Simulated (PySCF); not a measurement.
Work out the structure from these simulated measurements.

Elements present: C, H and N. Monoisotopic mass: 60.0687 u.

* Dipole: 0.00 D by symmetry (numerical residue 0.01 D) [CAM-B3LYP/aug-cc-pVTZ]
* Triplet: lowest triplet excitation (Tamm–Dancoff): 5.35 eV [TDA CAM-B3LYP/aug-cc-pVTZ]
* Rotational structure: rotational constants A, B, C: 26.543, 3.778, 3.577 GHz [PBE0-D3(BJ)/def2-TZVP]
* NMR, other nuclei: isotropic shieldings of nuclei other than C and H, by class: 230 (2 N) ppm [GIAO PBE0/pcSseg-2]
* UV, first state: lowest singlet excitation: 5.49 eV (226 nm, f = 0.000) [TDDFT CAM-B3LYP/aug-cc-pVTZ]
* 13C NMR: chemical shifts (computed TMS as zero) by class: 56.5 (2 C) ppm [GIAO PBE0/pcSseg-2]
* UV, strongest line: among the 10 lowest singlet transitions: S2 at 5.70 eV (217 nm, f = 0.058) [TDDFT CAM-B3LYP/aug-cc-pVTZ]
* Polarisability: 47.2 au [CAM-B3LYP/aug-cc-pVTZ]

Electronic properties: PySCF, gas phase, density fitting. Levels stand in brackets. Geometry: PBE0-D3(BJ)/def2-TZVP, one conformer, isolated molecule. NMR values are class means; diastereotopic atoms form classes of their own.

Q: Which formula fits the mass and the elements?

A: C2H8N2 (calculated 60.0687). No other formula that holds each of these elements comes within 0.0003 u with a fitting electron parity and a possible valence count.

Q: What is the compound? Reason from the data.

A: Numbering: `[NH2:1][CH2:2][CH2:3][NH2:4]`. Its formula, C2H8N2, gives 0 degrees of unsaturation, so no ring and no π bond. 2 carbons fall into 1 class: sp3 carbon bound to nitrogen [C2/C3] (56.5 ppm, 2 C). The other shieldings belong to: 230 ppm, primary amine nitrogen [N1/N4]. The vanishing dipole is forced by symmetry. The optimised geometry has point group C2h and is an asymmetric top. Structure: ethylenediamine, `NCCN`. The assignments are read from this structure; whether some other isomer fits the data as well wasn't checked.

Shape of the structure used: `[NH2:1][CH2:2][CH2:3][NH2:4]`: N1–C2–C3–N4 180°, H–N1–C2–C3 59°, H–N1–C2–C3 -58°, H–N4–C3–C2 59°, H–N4–C3–C2 -59°.
